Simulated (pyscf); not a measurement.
Routes from Cl–GeH₃ + H₂O

Candidate steps break at most two bonds and form at most two. Each was searched with GFN2-xTB (tblite) first. Single points on ωB97X-D3(BJ)/def2-SVP structures (PySCF, gas phase). Energies: ωB97M-D3(BJ)/def2-TZVP, kJ/mol, from the separated reactants, singlet surface; ΔG‡ with ideal gas, 1 atm, RRHO with modes under 100 cm⁻¹ raised to 100, one conformer, R ln 2 for chiral ones without a mode under 150 cm⁻¹.

```csv
products,type,ΔE‡,ΔE,ΔG‡ 298 K,ΔG‡ 900 K,ν‡ (cm⁻¹)
HO–GeH₃ + HCl,four-centre exchange,85.0,+50.0,126.5,210.1,178i
HO–GeH₂–Cl + H₂,four-centre exchange,166.3,-15.9,198.1,279.4,1402i
```

Row 1: On the reactant side the descent ends in a complex, 18.3 kJ/mol under the separated species and 105.4 kJ/mol under the saddle at ωB97X-D3(BJ)/def2-TZVP. On the product side the descent ends in a complex, 28.9 kJ/mol under the separated species and 59.5 kJ/mol under the saddle at ωB97X-D3(BJ)/def2-TZVP. Row 2: On the reactant side the descent ends in a complex, 18.2 kJ/mol under the separated species and 183.4 kJ/mol under the saddle at ωB97X-D3(BJ)/def2-TZVP. 

Plain bond fissions and candidates not yet searched are not listed, and one of them may be faster. Each barrier is that of the saddle found; lower ones may exist. Elements up to Kr have no core potential and no relativistic terms here.
